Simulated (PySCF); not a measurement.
**CH3: one-bond stretch**

Level of theory: UPBE/[C def2-TZVP, H def2-TZVP], no relativity, density fitting, PySCF.

Rigid scan from the doublet minimum (C–H 1.087 Å (×3); H–C–H 120.0° (×3)). Coordinate: the bond from C to the last atom (H) scaled, the rest fixed. Energies in kJ/mol from the minimum.

```json
{"scale of one bond": "0.92", "E (kJ/mol)": "15.0", "dipole size (D)": "0.02", "⟨S²⟩": "0.75"}
{"scale of one bond": "0.96", "E (kJ/mol)": "3.4", "dipole size (D)": "0.01", "⟨S²⟩": "0.75"}
{"scale of one bond": "1.00", "E (kJ/mol)": "0.0", "dipole size (D)": "0.00", "⟨S²⟩": "0.75"}
{"scale of one bond": "1.05", "E (kJ/mol)": "4.4", "dipole size (D)": "0.02", "⟨S²⟩": "0.75"}
{"scale of one bond": "1.12", "E (kJ/mol)": "22.4", "dipole size (D)": "0.04", "⟨S²⟩": "0.75"}
{"scale of one bond": "1.20", "E (kJ/mol)": "53.6", "dipole size (D)": "0.08", "⟨S²⟩": "0.75"}
{"scale of one bond": "1.35", "E (kJ/mol)": "126.8", "dipole size (D)": "0.17", "⟨S²⟩": "0.76"}
{"scale of one bond": "1.55", "E (kJ/mol)": "229.4", "dipole size (D)": "–", "⟨S²⟩": "0.76"}
{"scale of one bond": "1.80", "E (kJ/mol)": "342.1", "dipole size (D)": "–", "⟨S²⟩": "0.82"}
{"scale of one bond": "2.20", "E (kJ/mol)": "446.9", "dipole size (D)": "–", "⟨S²⟩": "1.38"}
```

Spin contamination is strong at 2.20, so these points are less reliable.
